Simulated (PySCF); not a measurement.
PH2OH, H₃OP.
SMILES: `OP`

Torsions of this conformer, `[OH:1][PH2:2]`: H–O1–P2–H -129°, H–O1–P2–H 137°.

The closed-shell ground state was solved at several levels (PySCF, density fitting, gas phase, non-relativistic). The structure is a single PBE0-D3(BJ)/def2-TZVP conformer in the gas phase; no vibrational or solvent corrections.

```csv
level,basis functions,total energy (Eh),HOMO (eV),LUMO (eV),gap (eV),dipole (D)
PBE0/pcSseg-2,121,-418.2176,-7.34,-0.42,6.92,0.72
wB97X-D/aug-cc-pVTZ,165,-418.3982,-9.24,0.71,9.95,0.66
PBE0/aug-cc-pVTZ,165,-418.2121,-7.35,-0.69,6.66,0.67
```

(1) What might CAM-B3LYP/aug-cc-pVTZ (165 basis functions) give for the same quantities?

(2) Over all these levels, which gives the widest orbital gap and which the narrowest?

(3) How far do the dipole and the HOMO energy spread over the levels?

## Answers

(1) Total energy -418.4093 Eh, HOMO -8.73 eV, LUMO -0.03 eV, gap 8.70 eV, dipole 0.70 D.

(2) wB97X-D/aug-cc-pVTZ (range-separated hybrid) has the widest, 9.95 eV, and PBE0/aug-cc-pVTZ (global hybrid, 25 % exact exchange) the narrowest, 6.66 eV. The two share the basis. From the narrowest to the widest the HOMO moves by -1.89 eV and the LUMO by +1.40 eV.

(3) The dipole runs from 0.66 to 0.72 D (mean 0.69 D) and the HOMO from -9.24 to -7.34 eV.

Note: wB97X-D ran without an empirical dispersion term, which enters the total energy and its gradient alone.
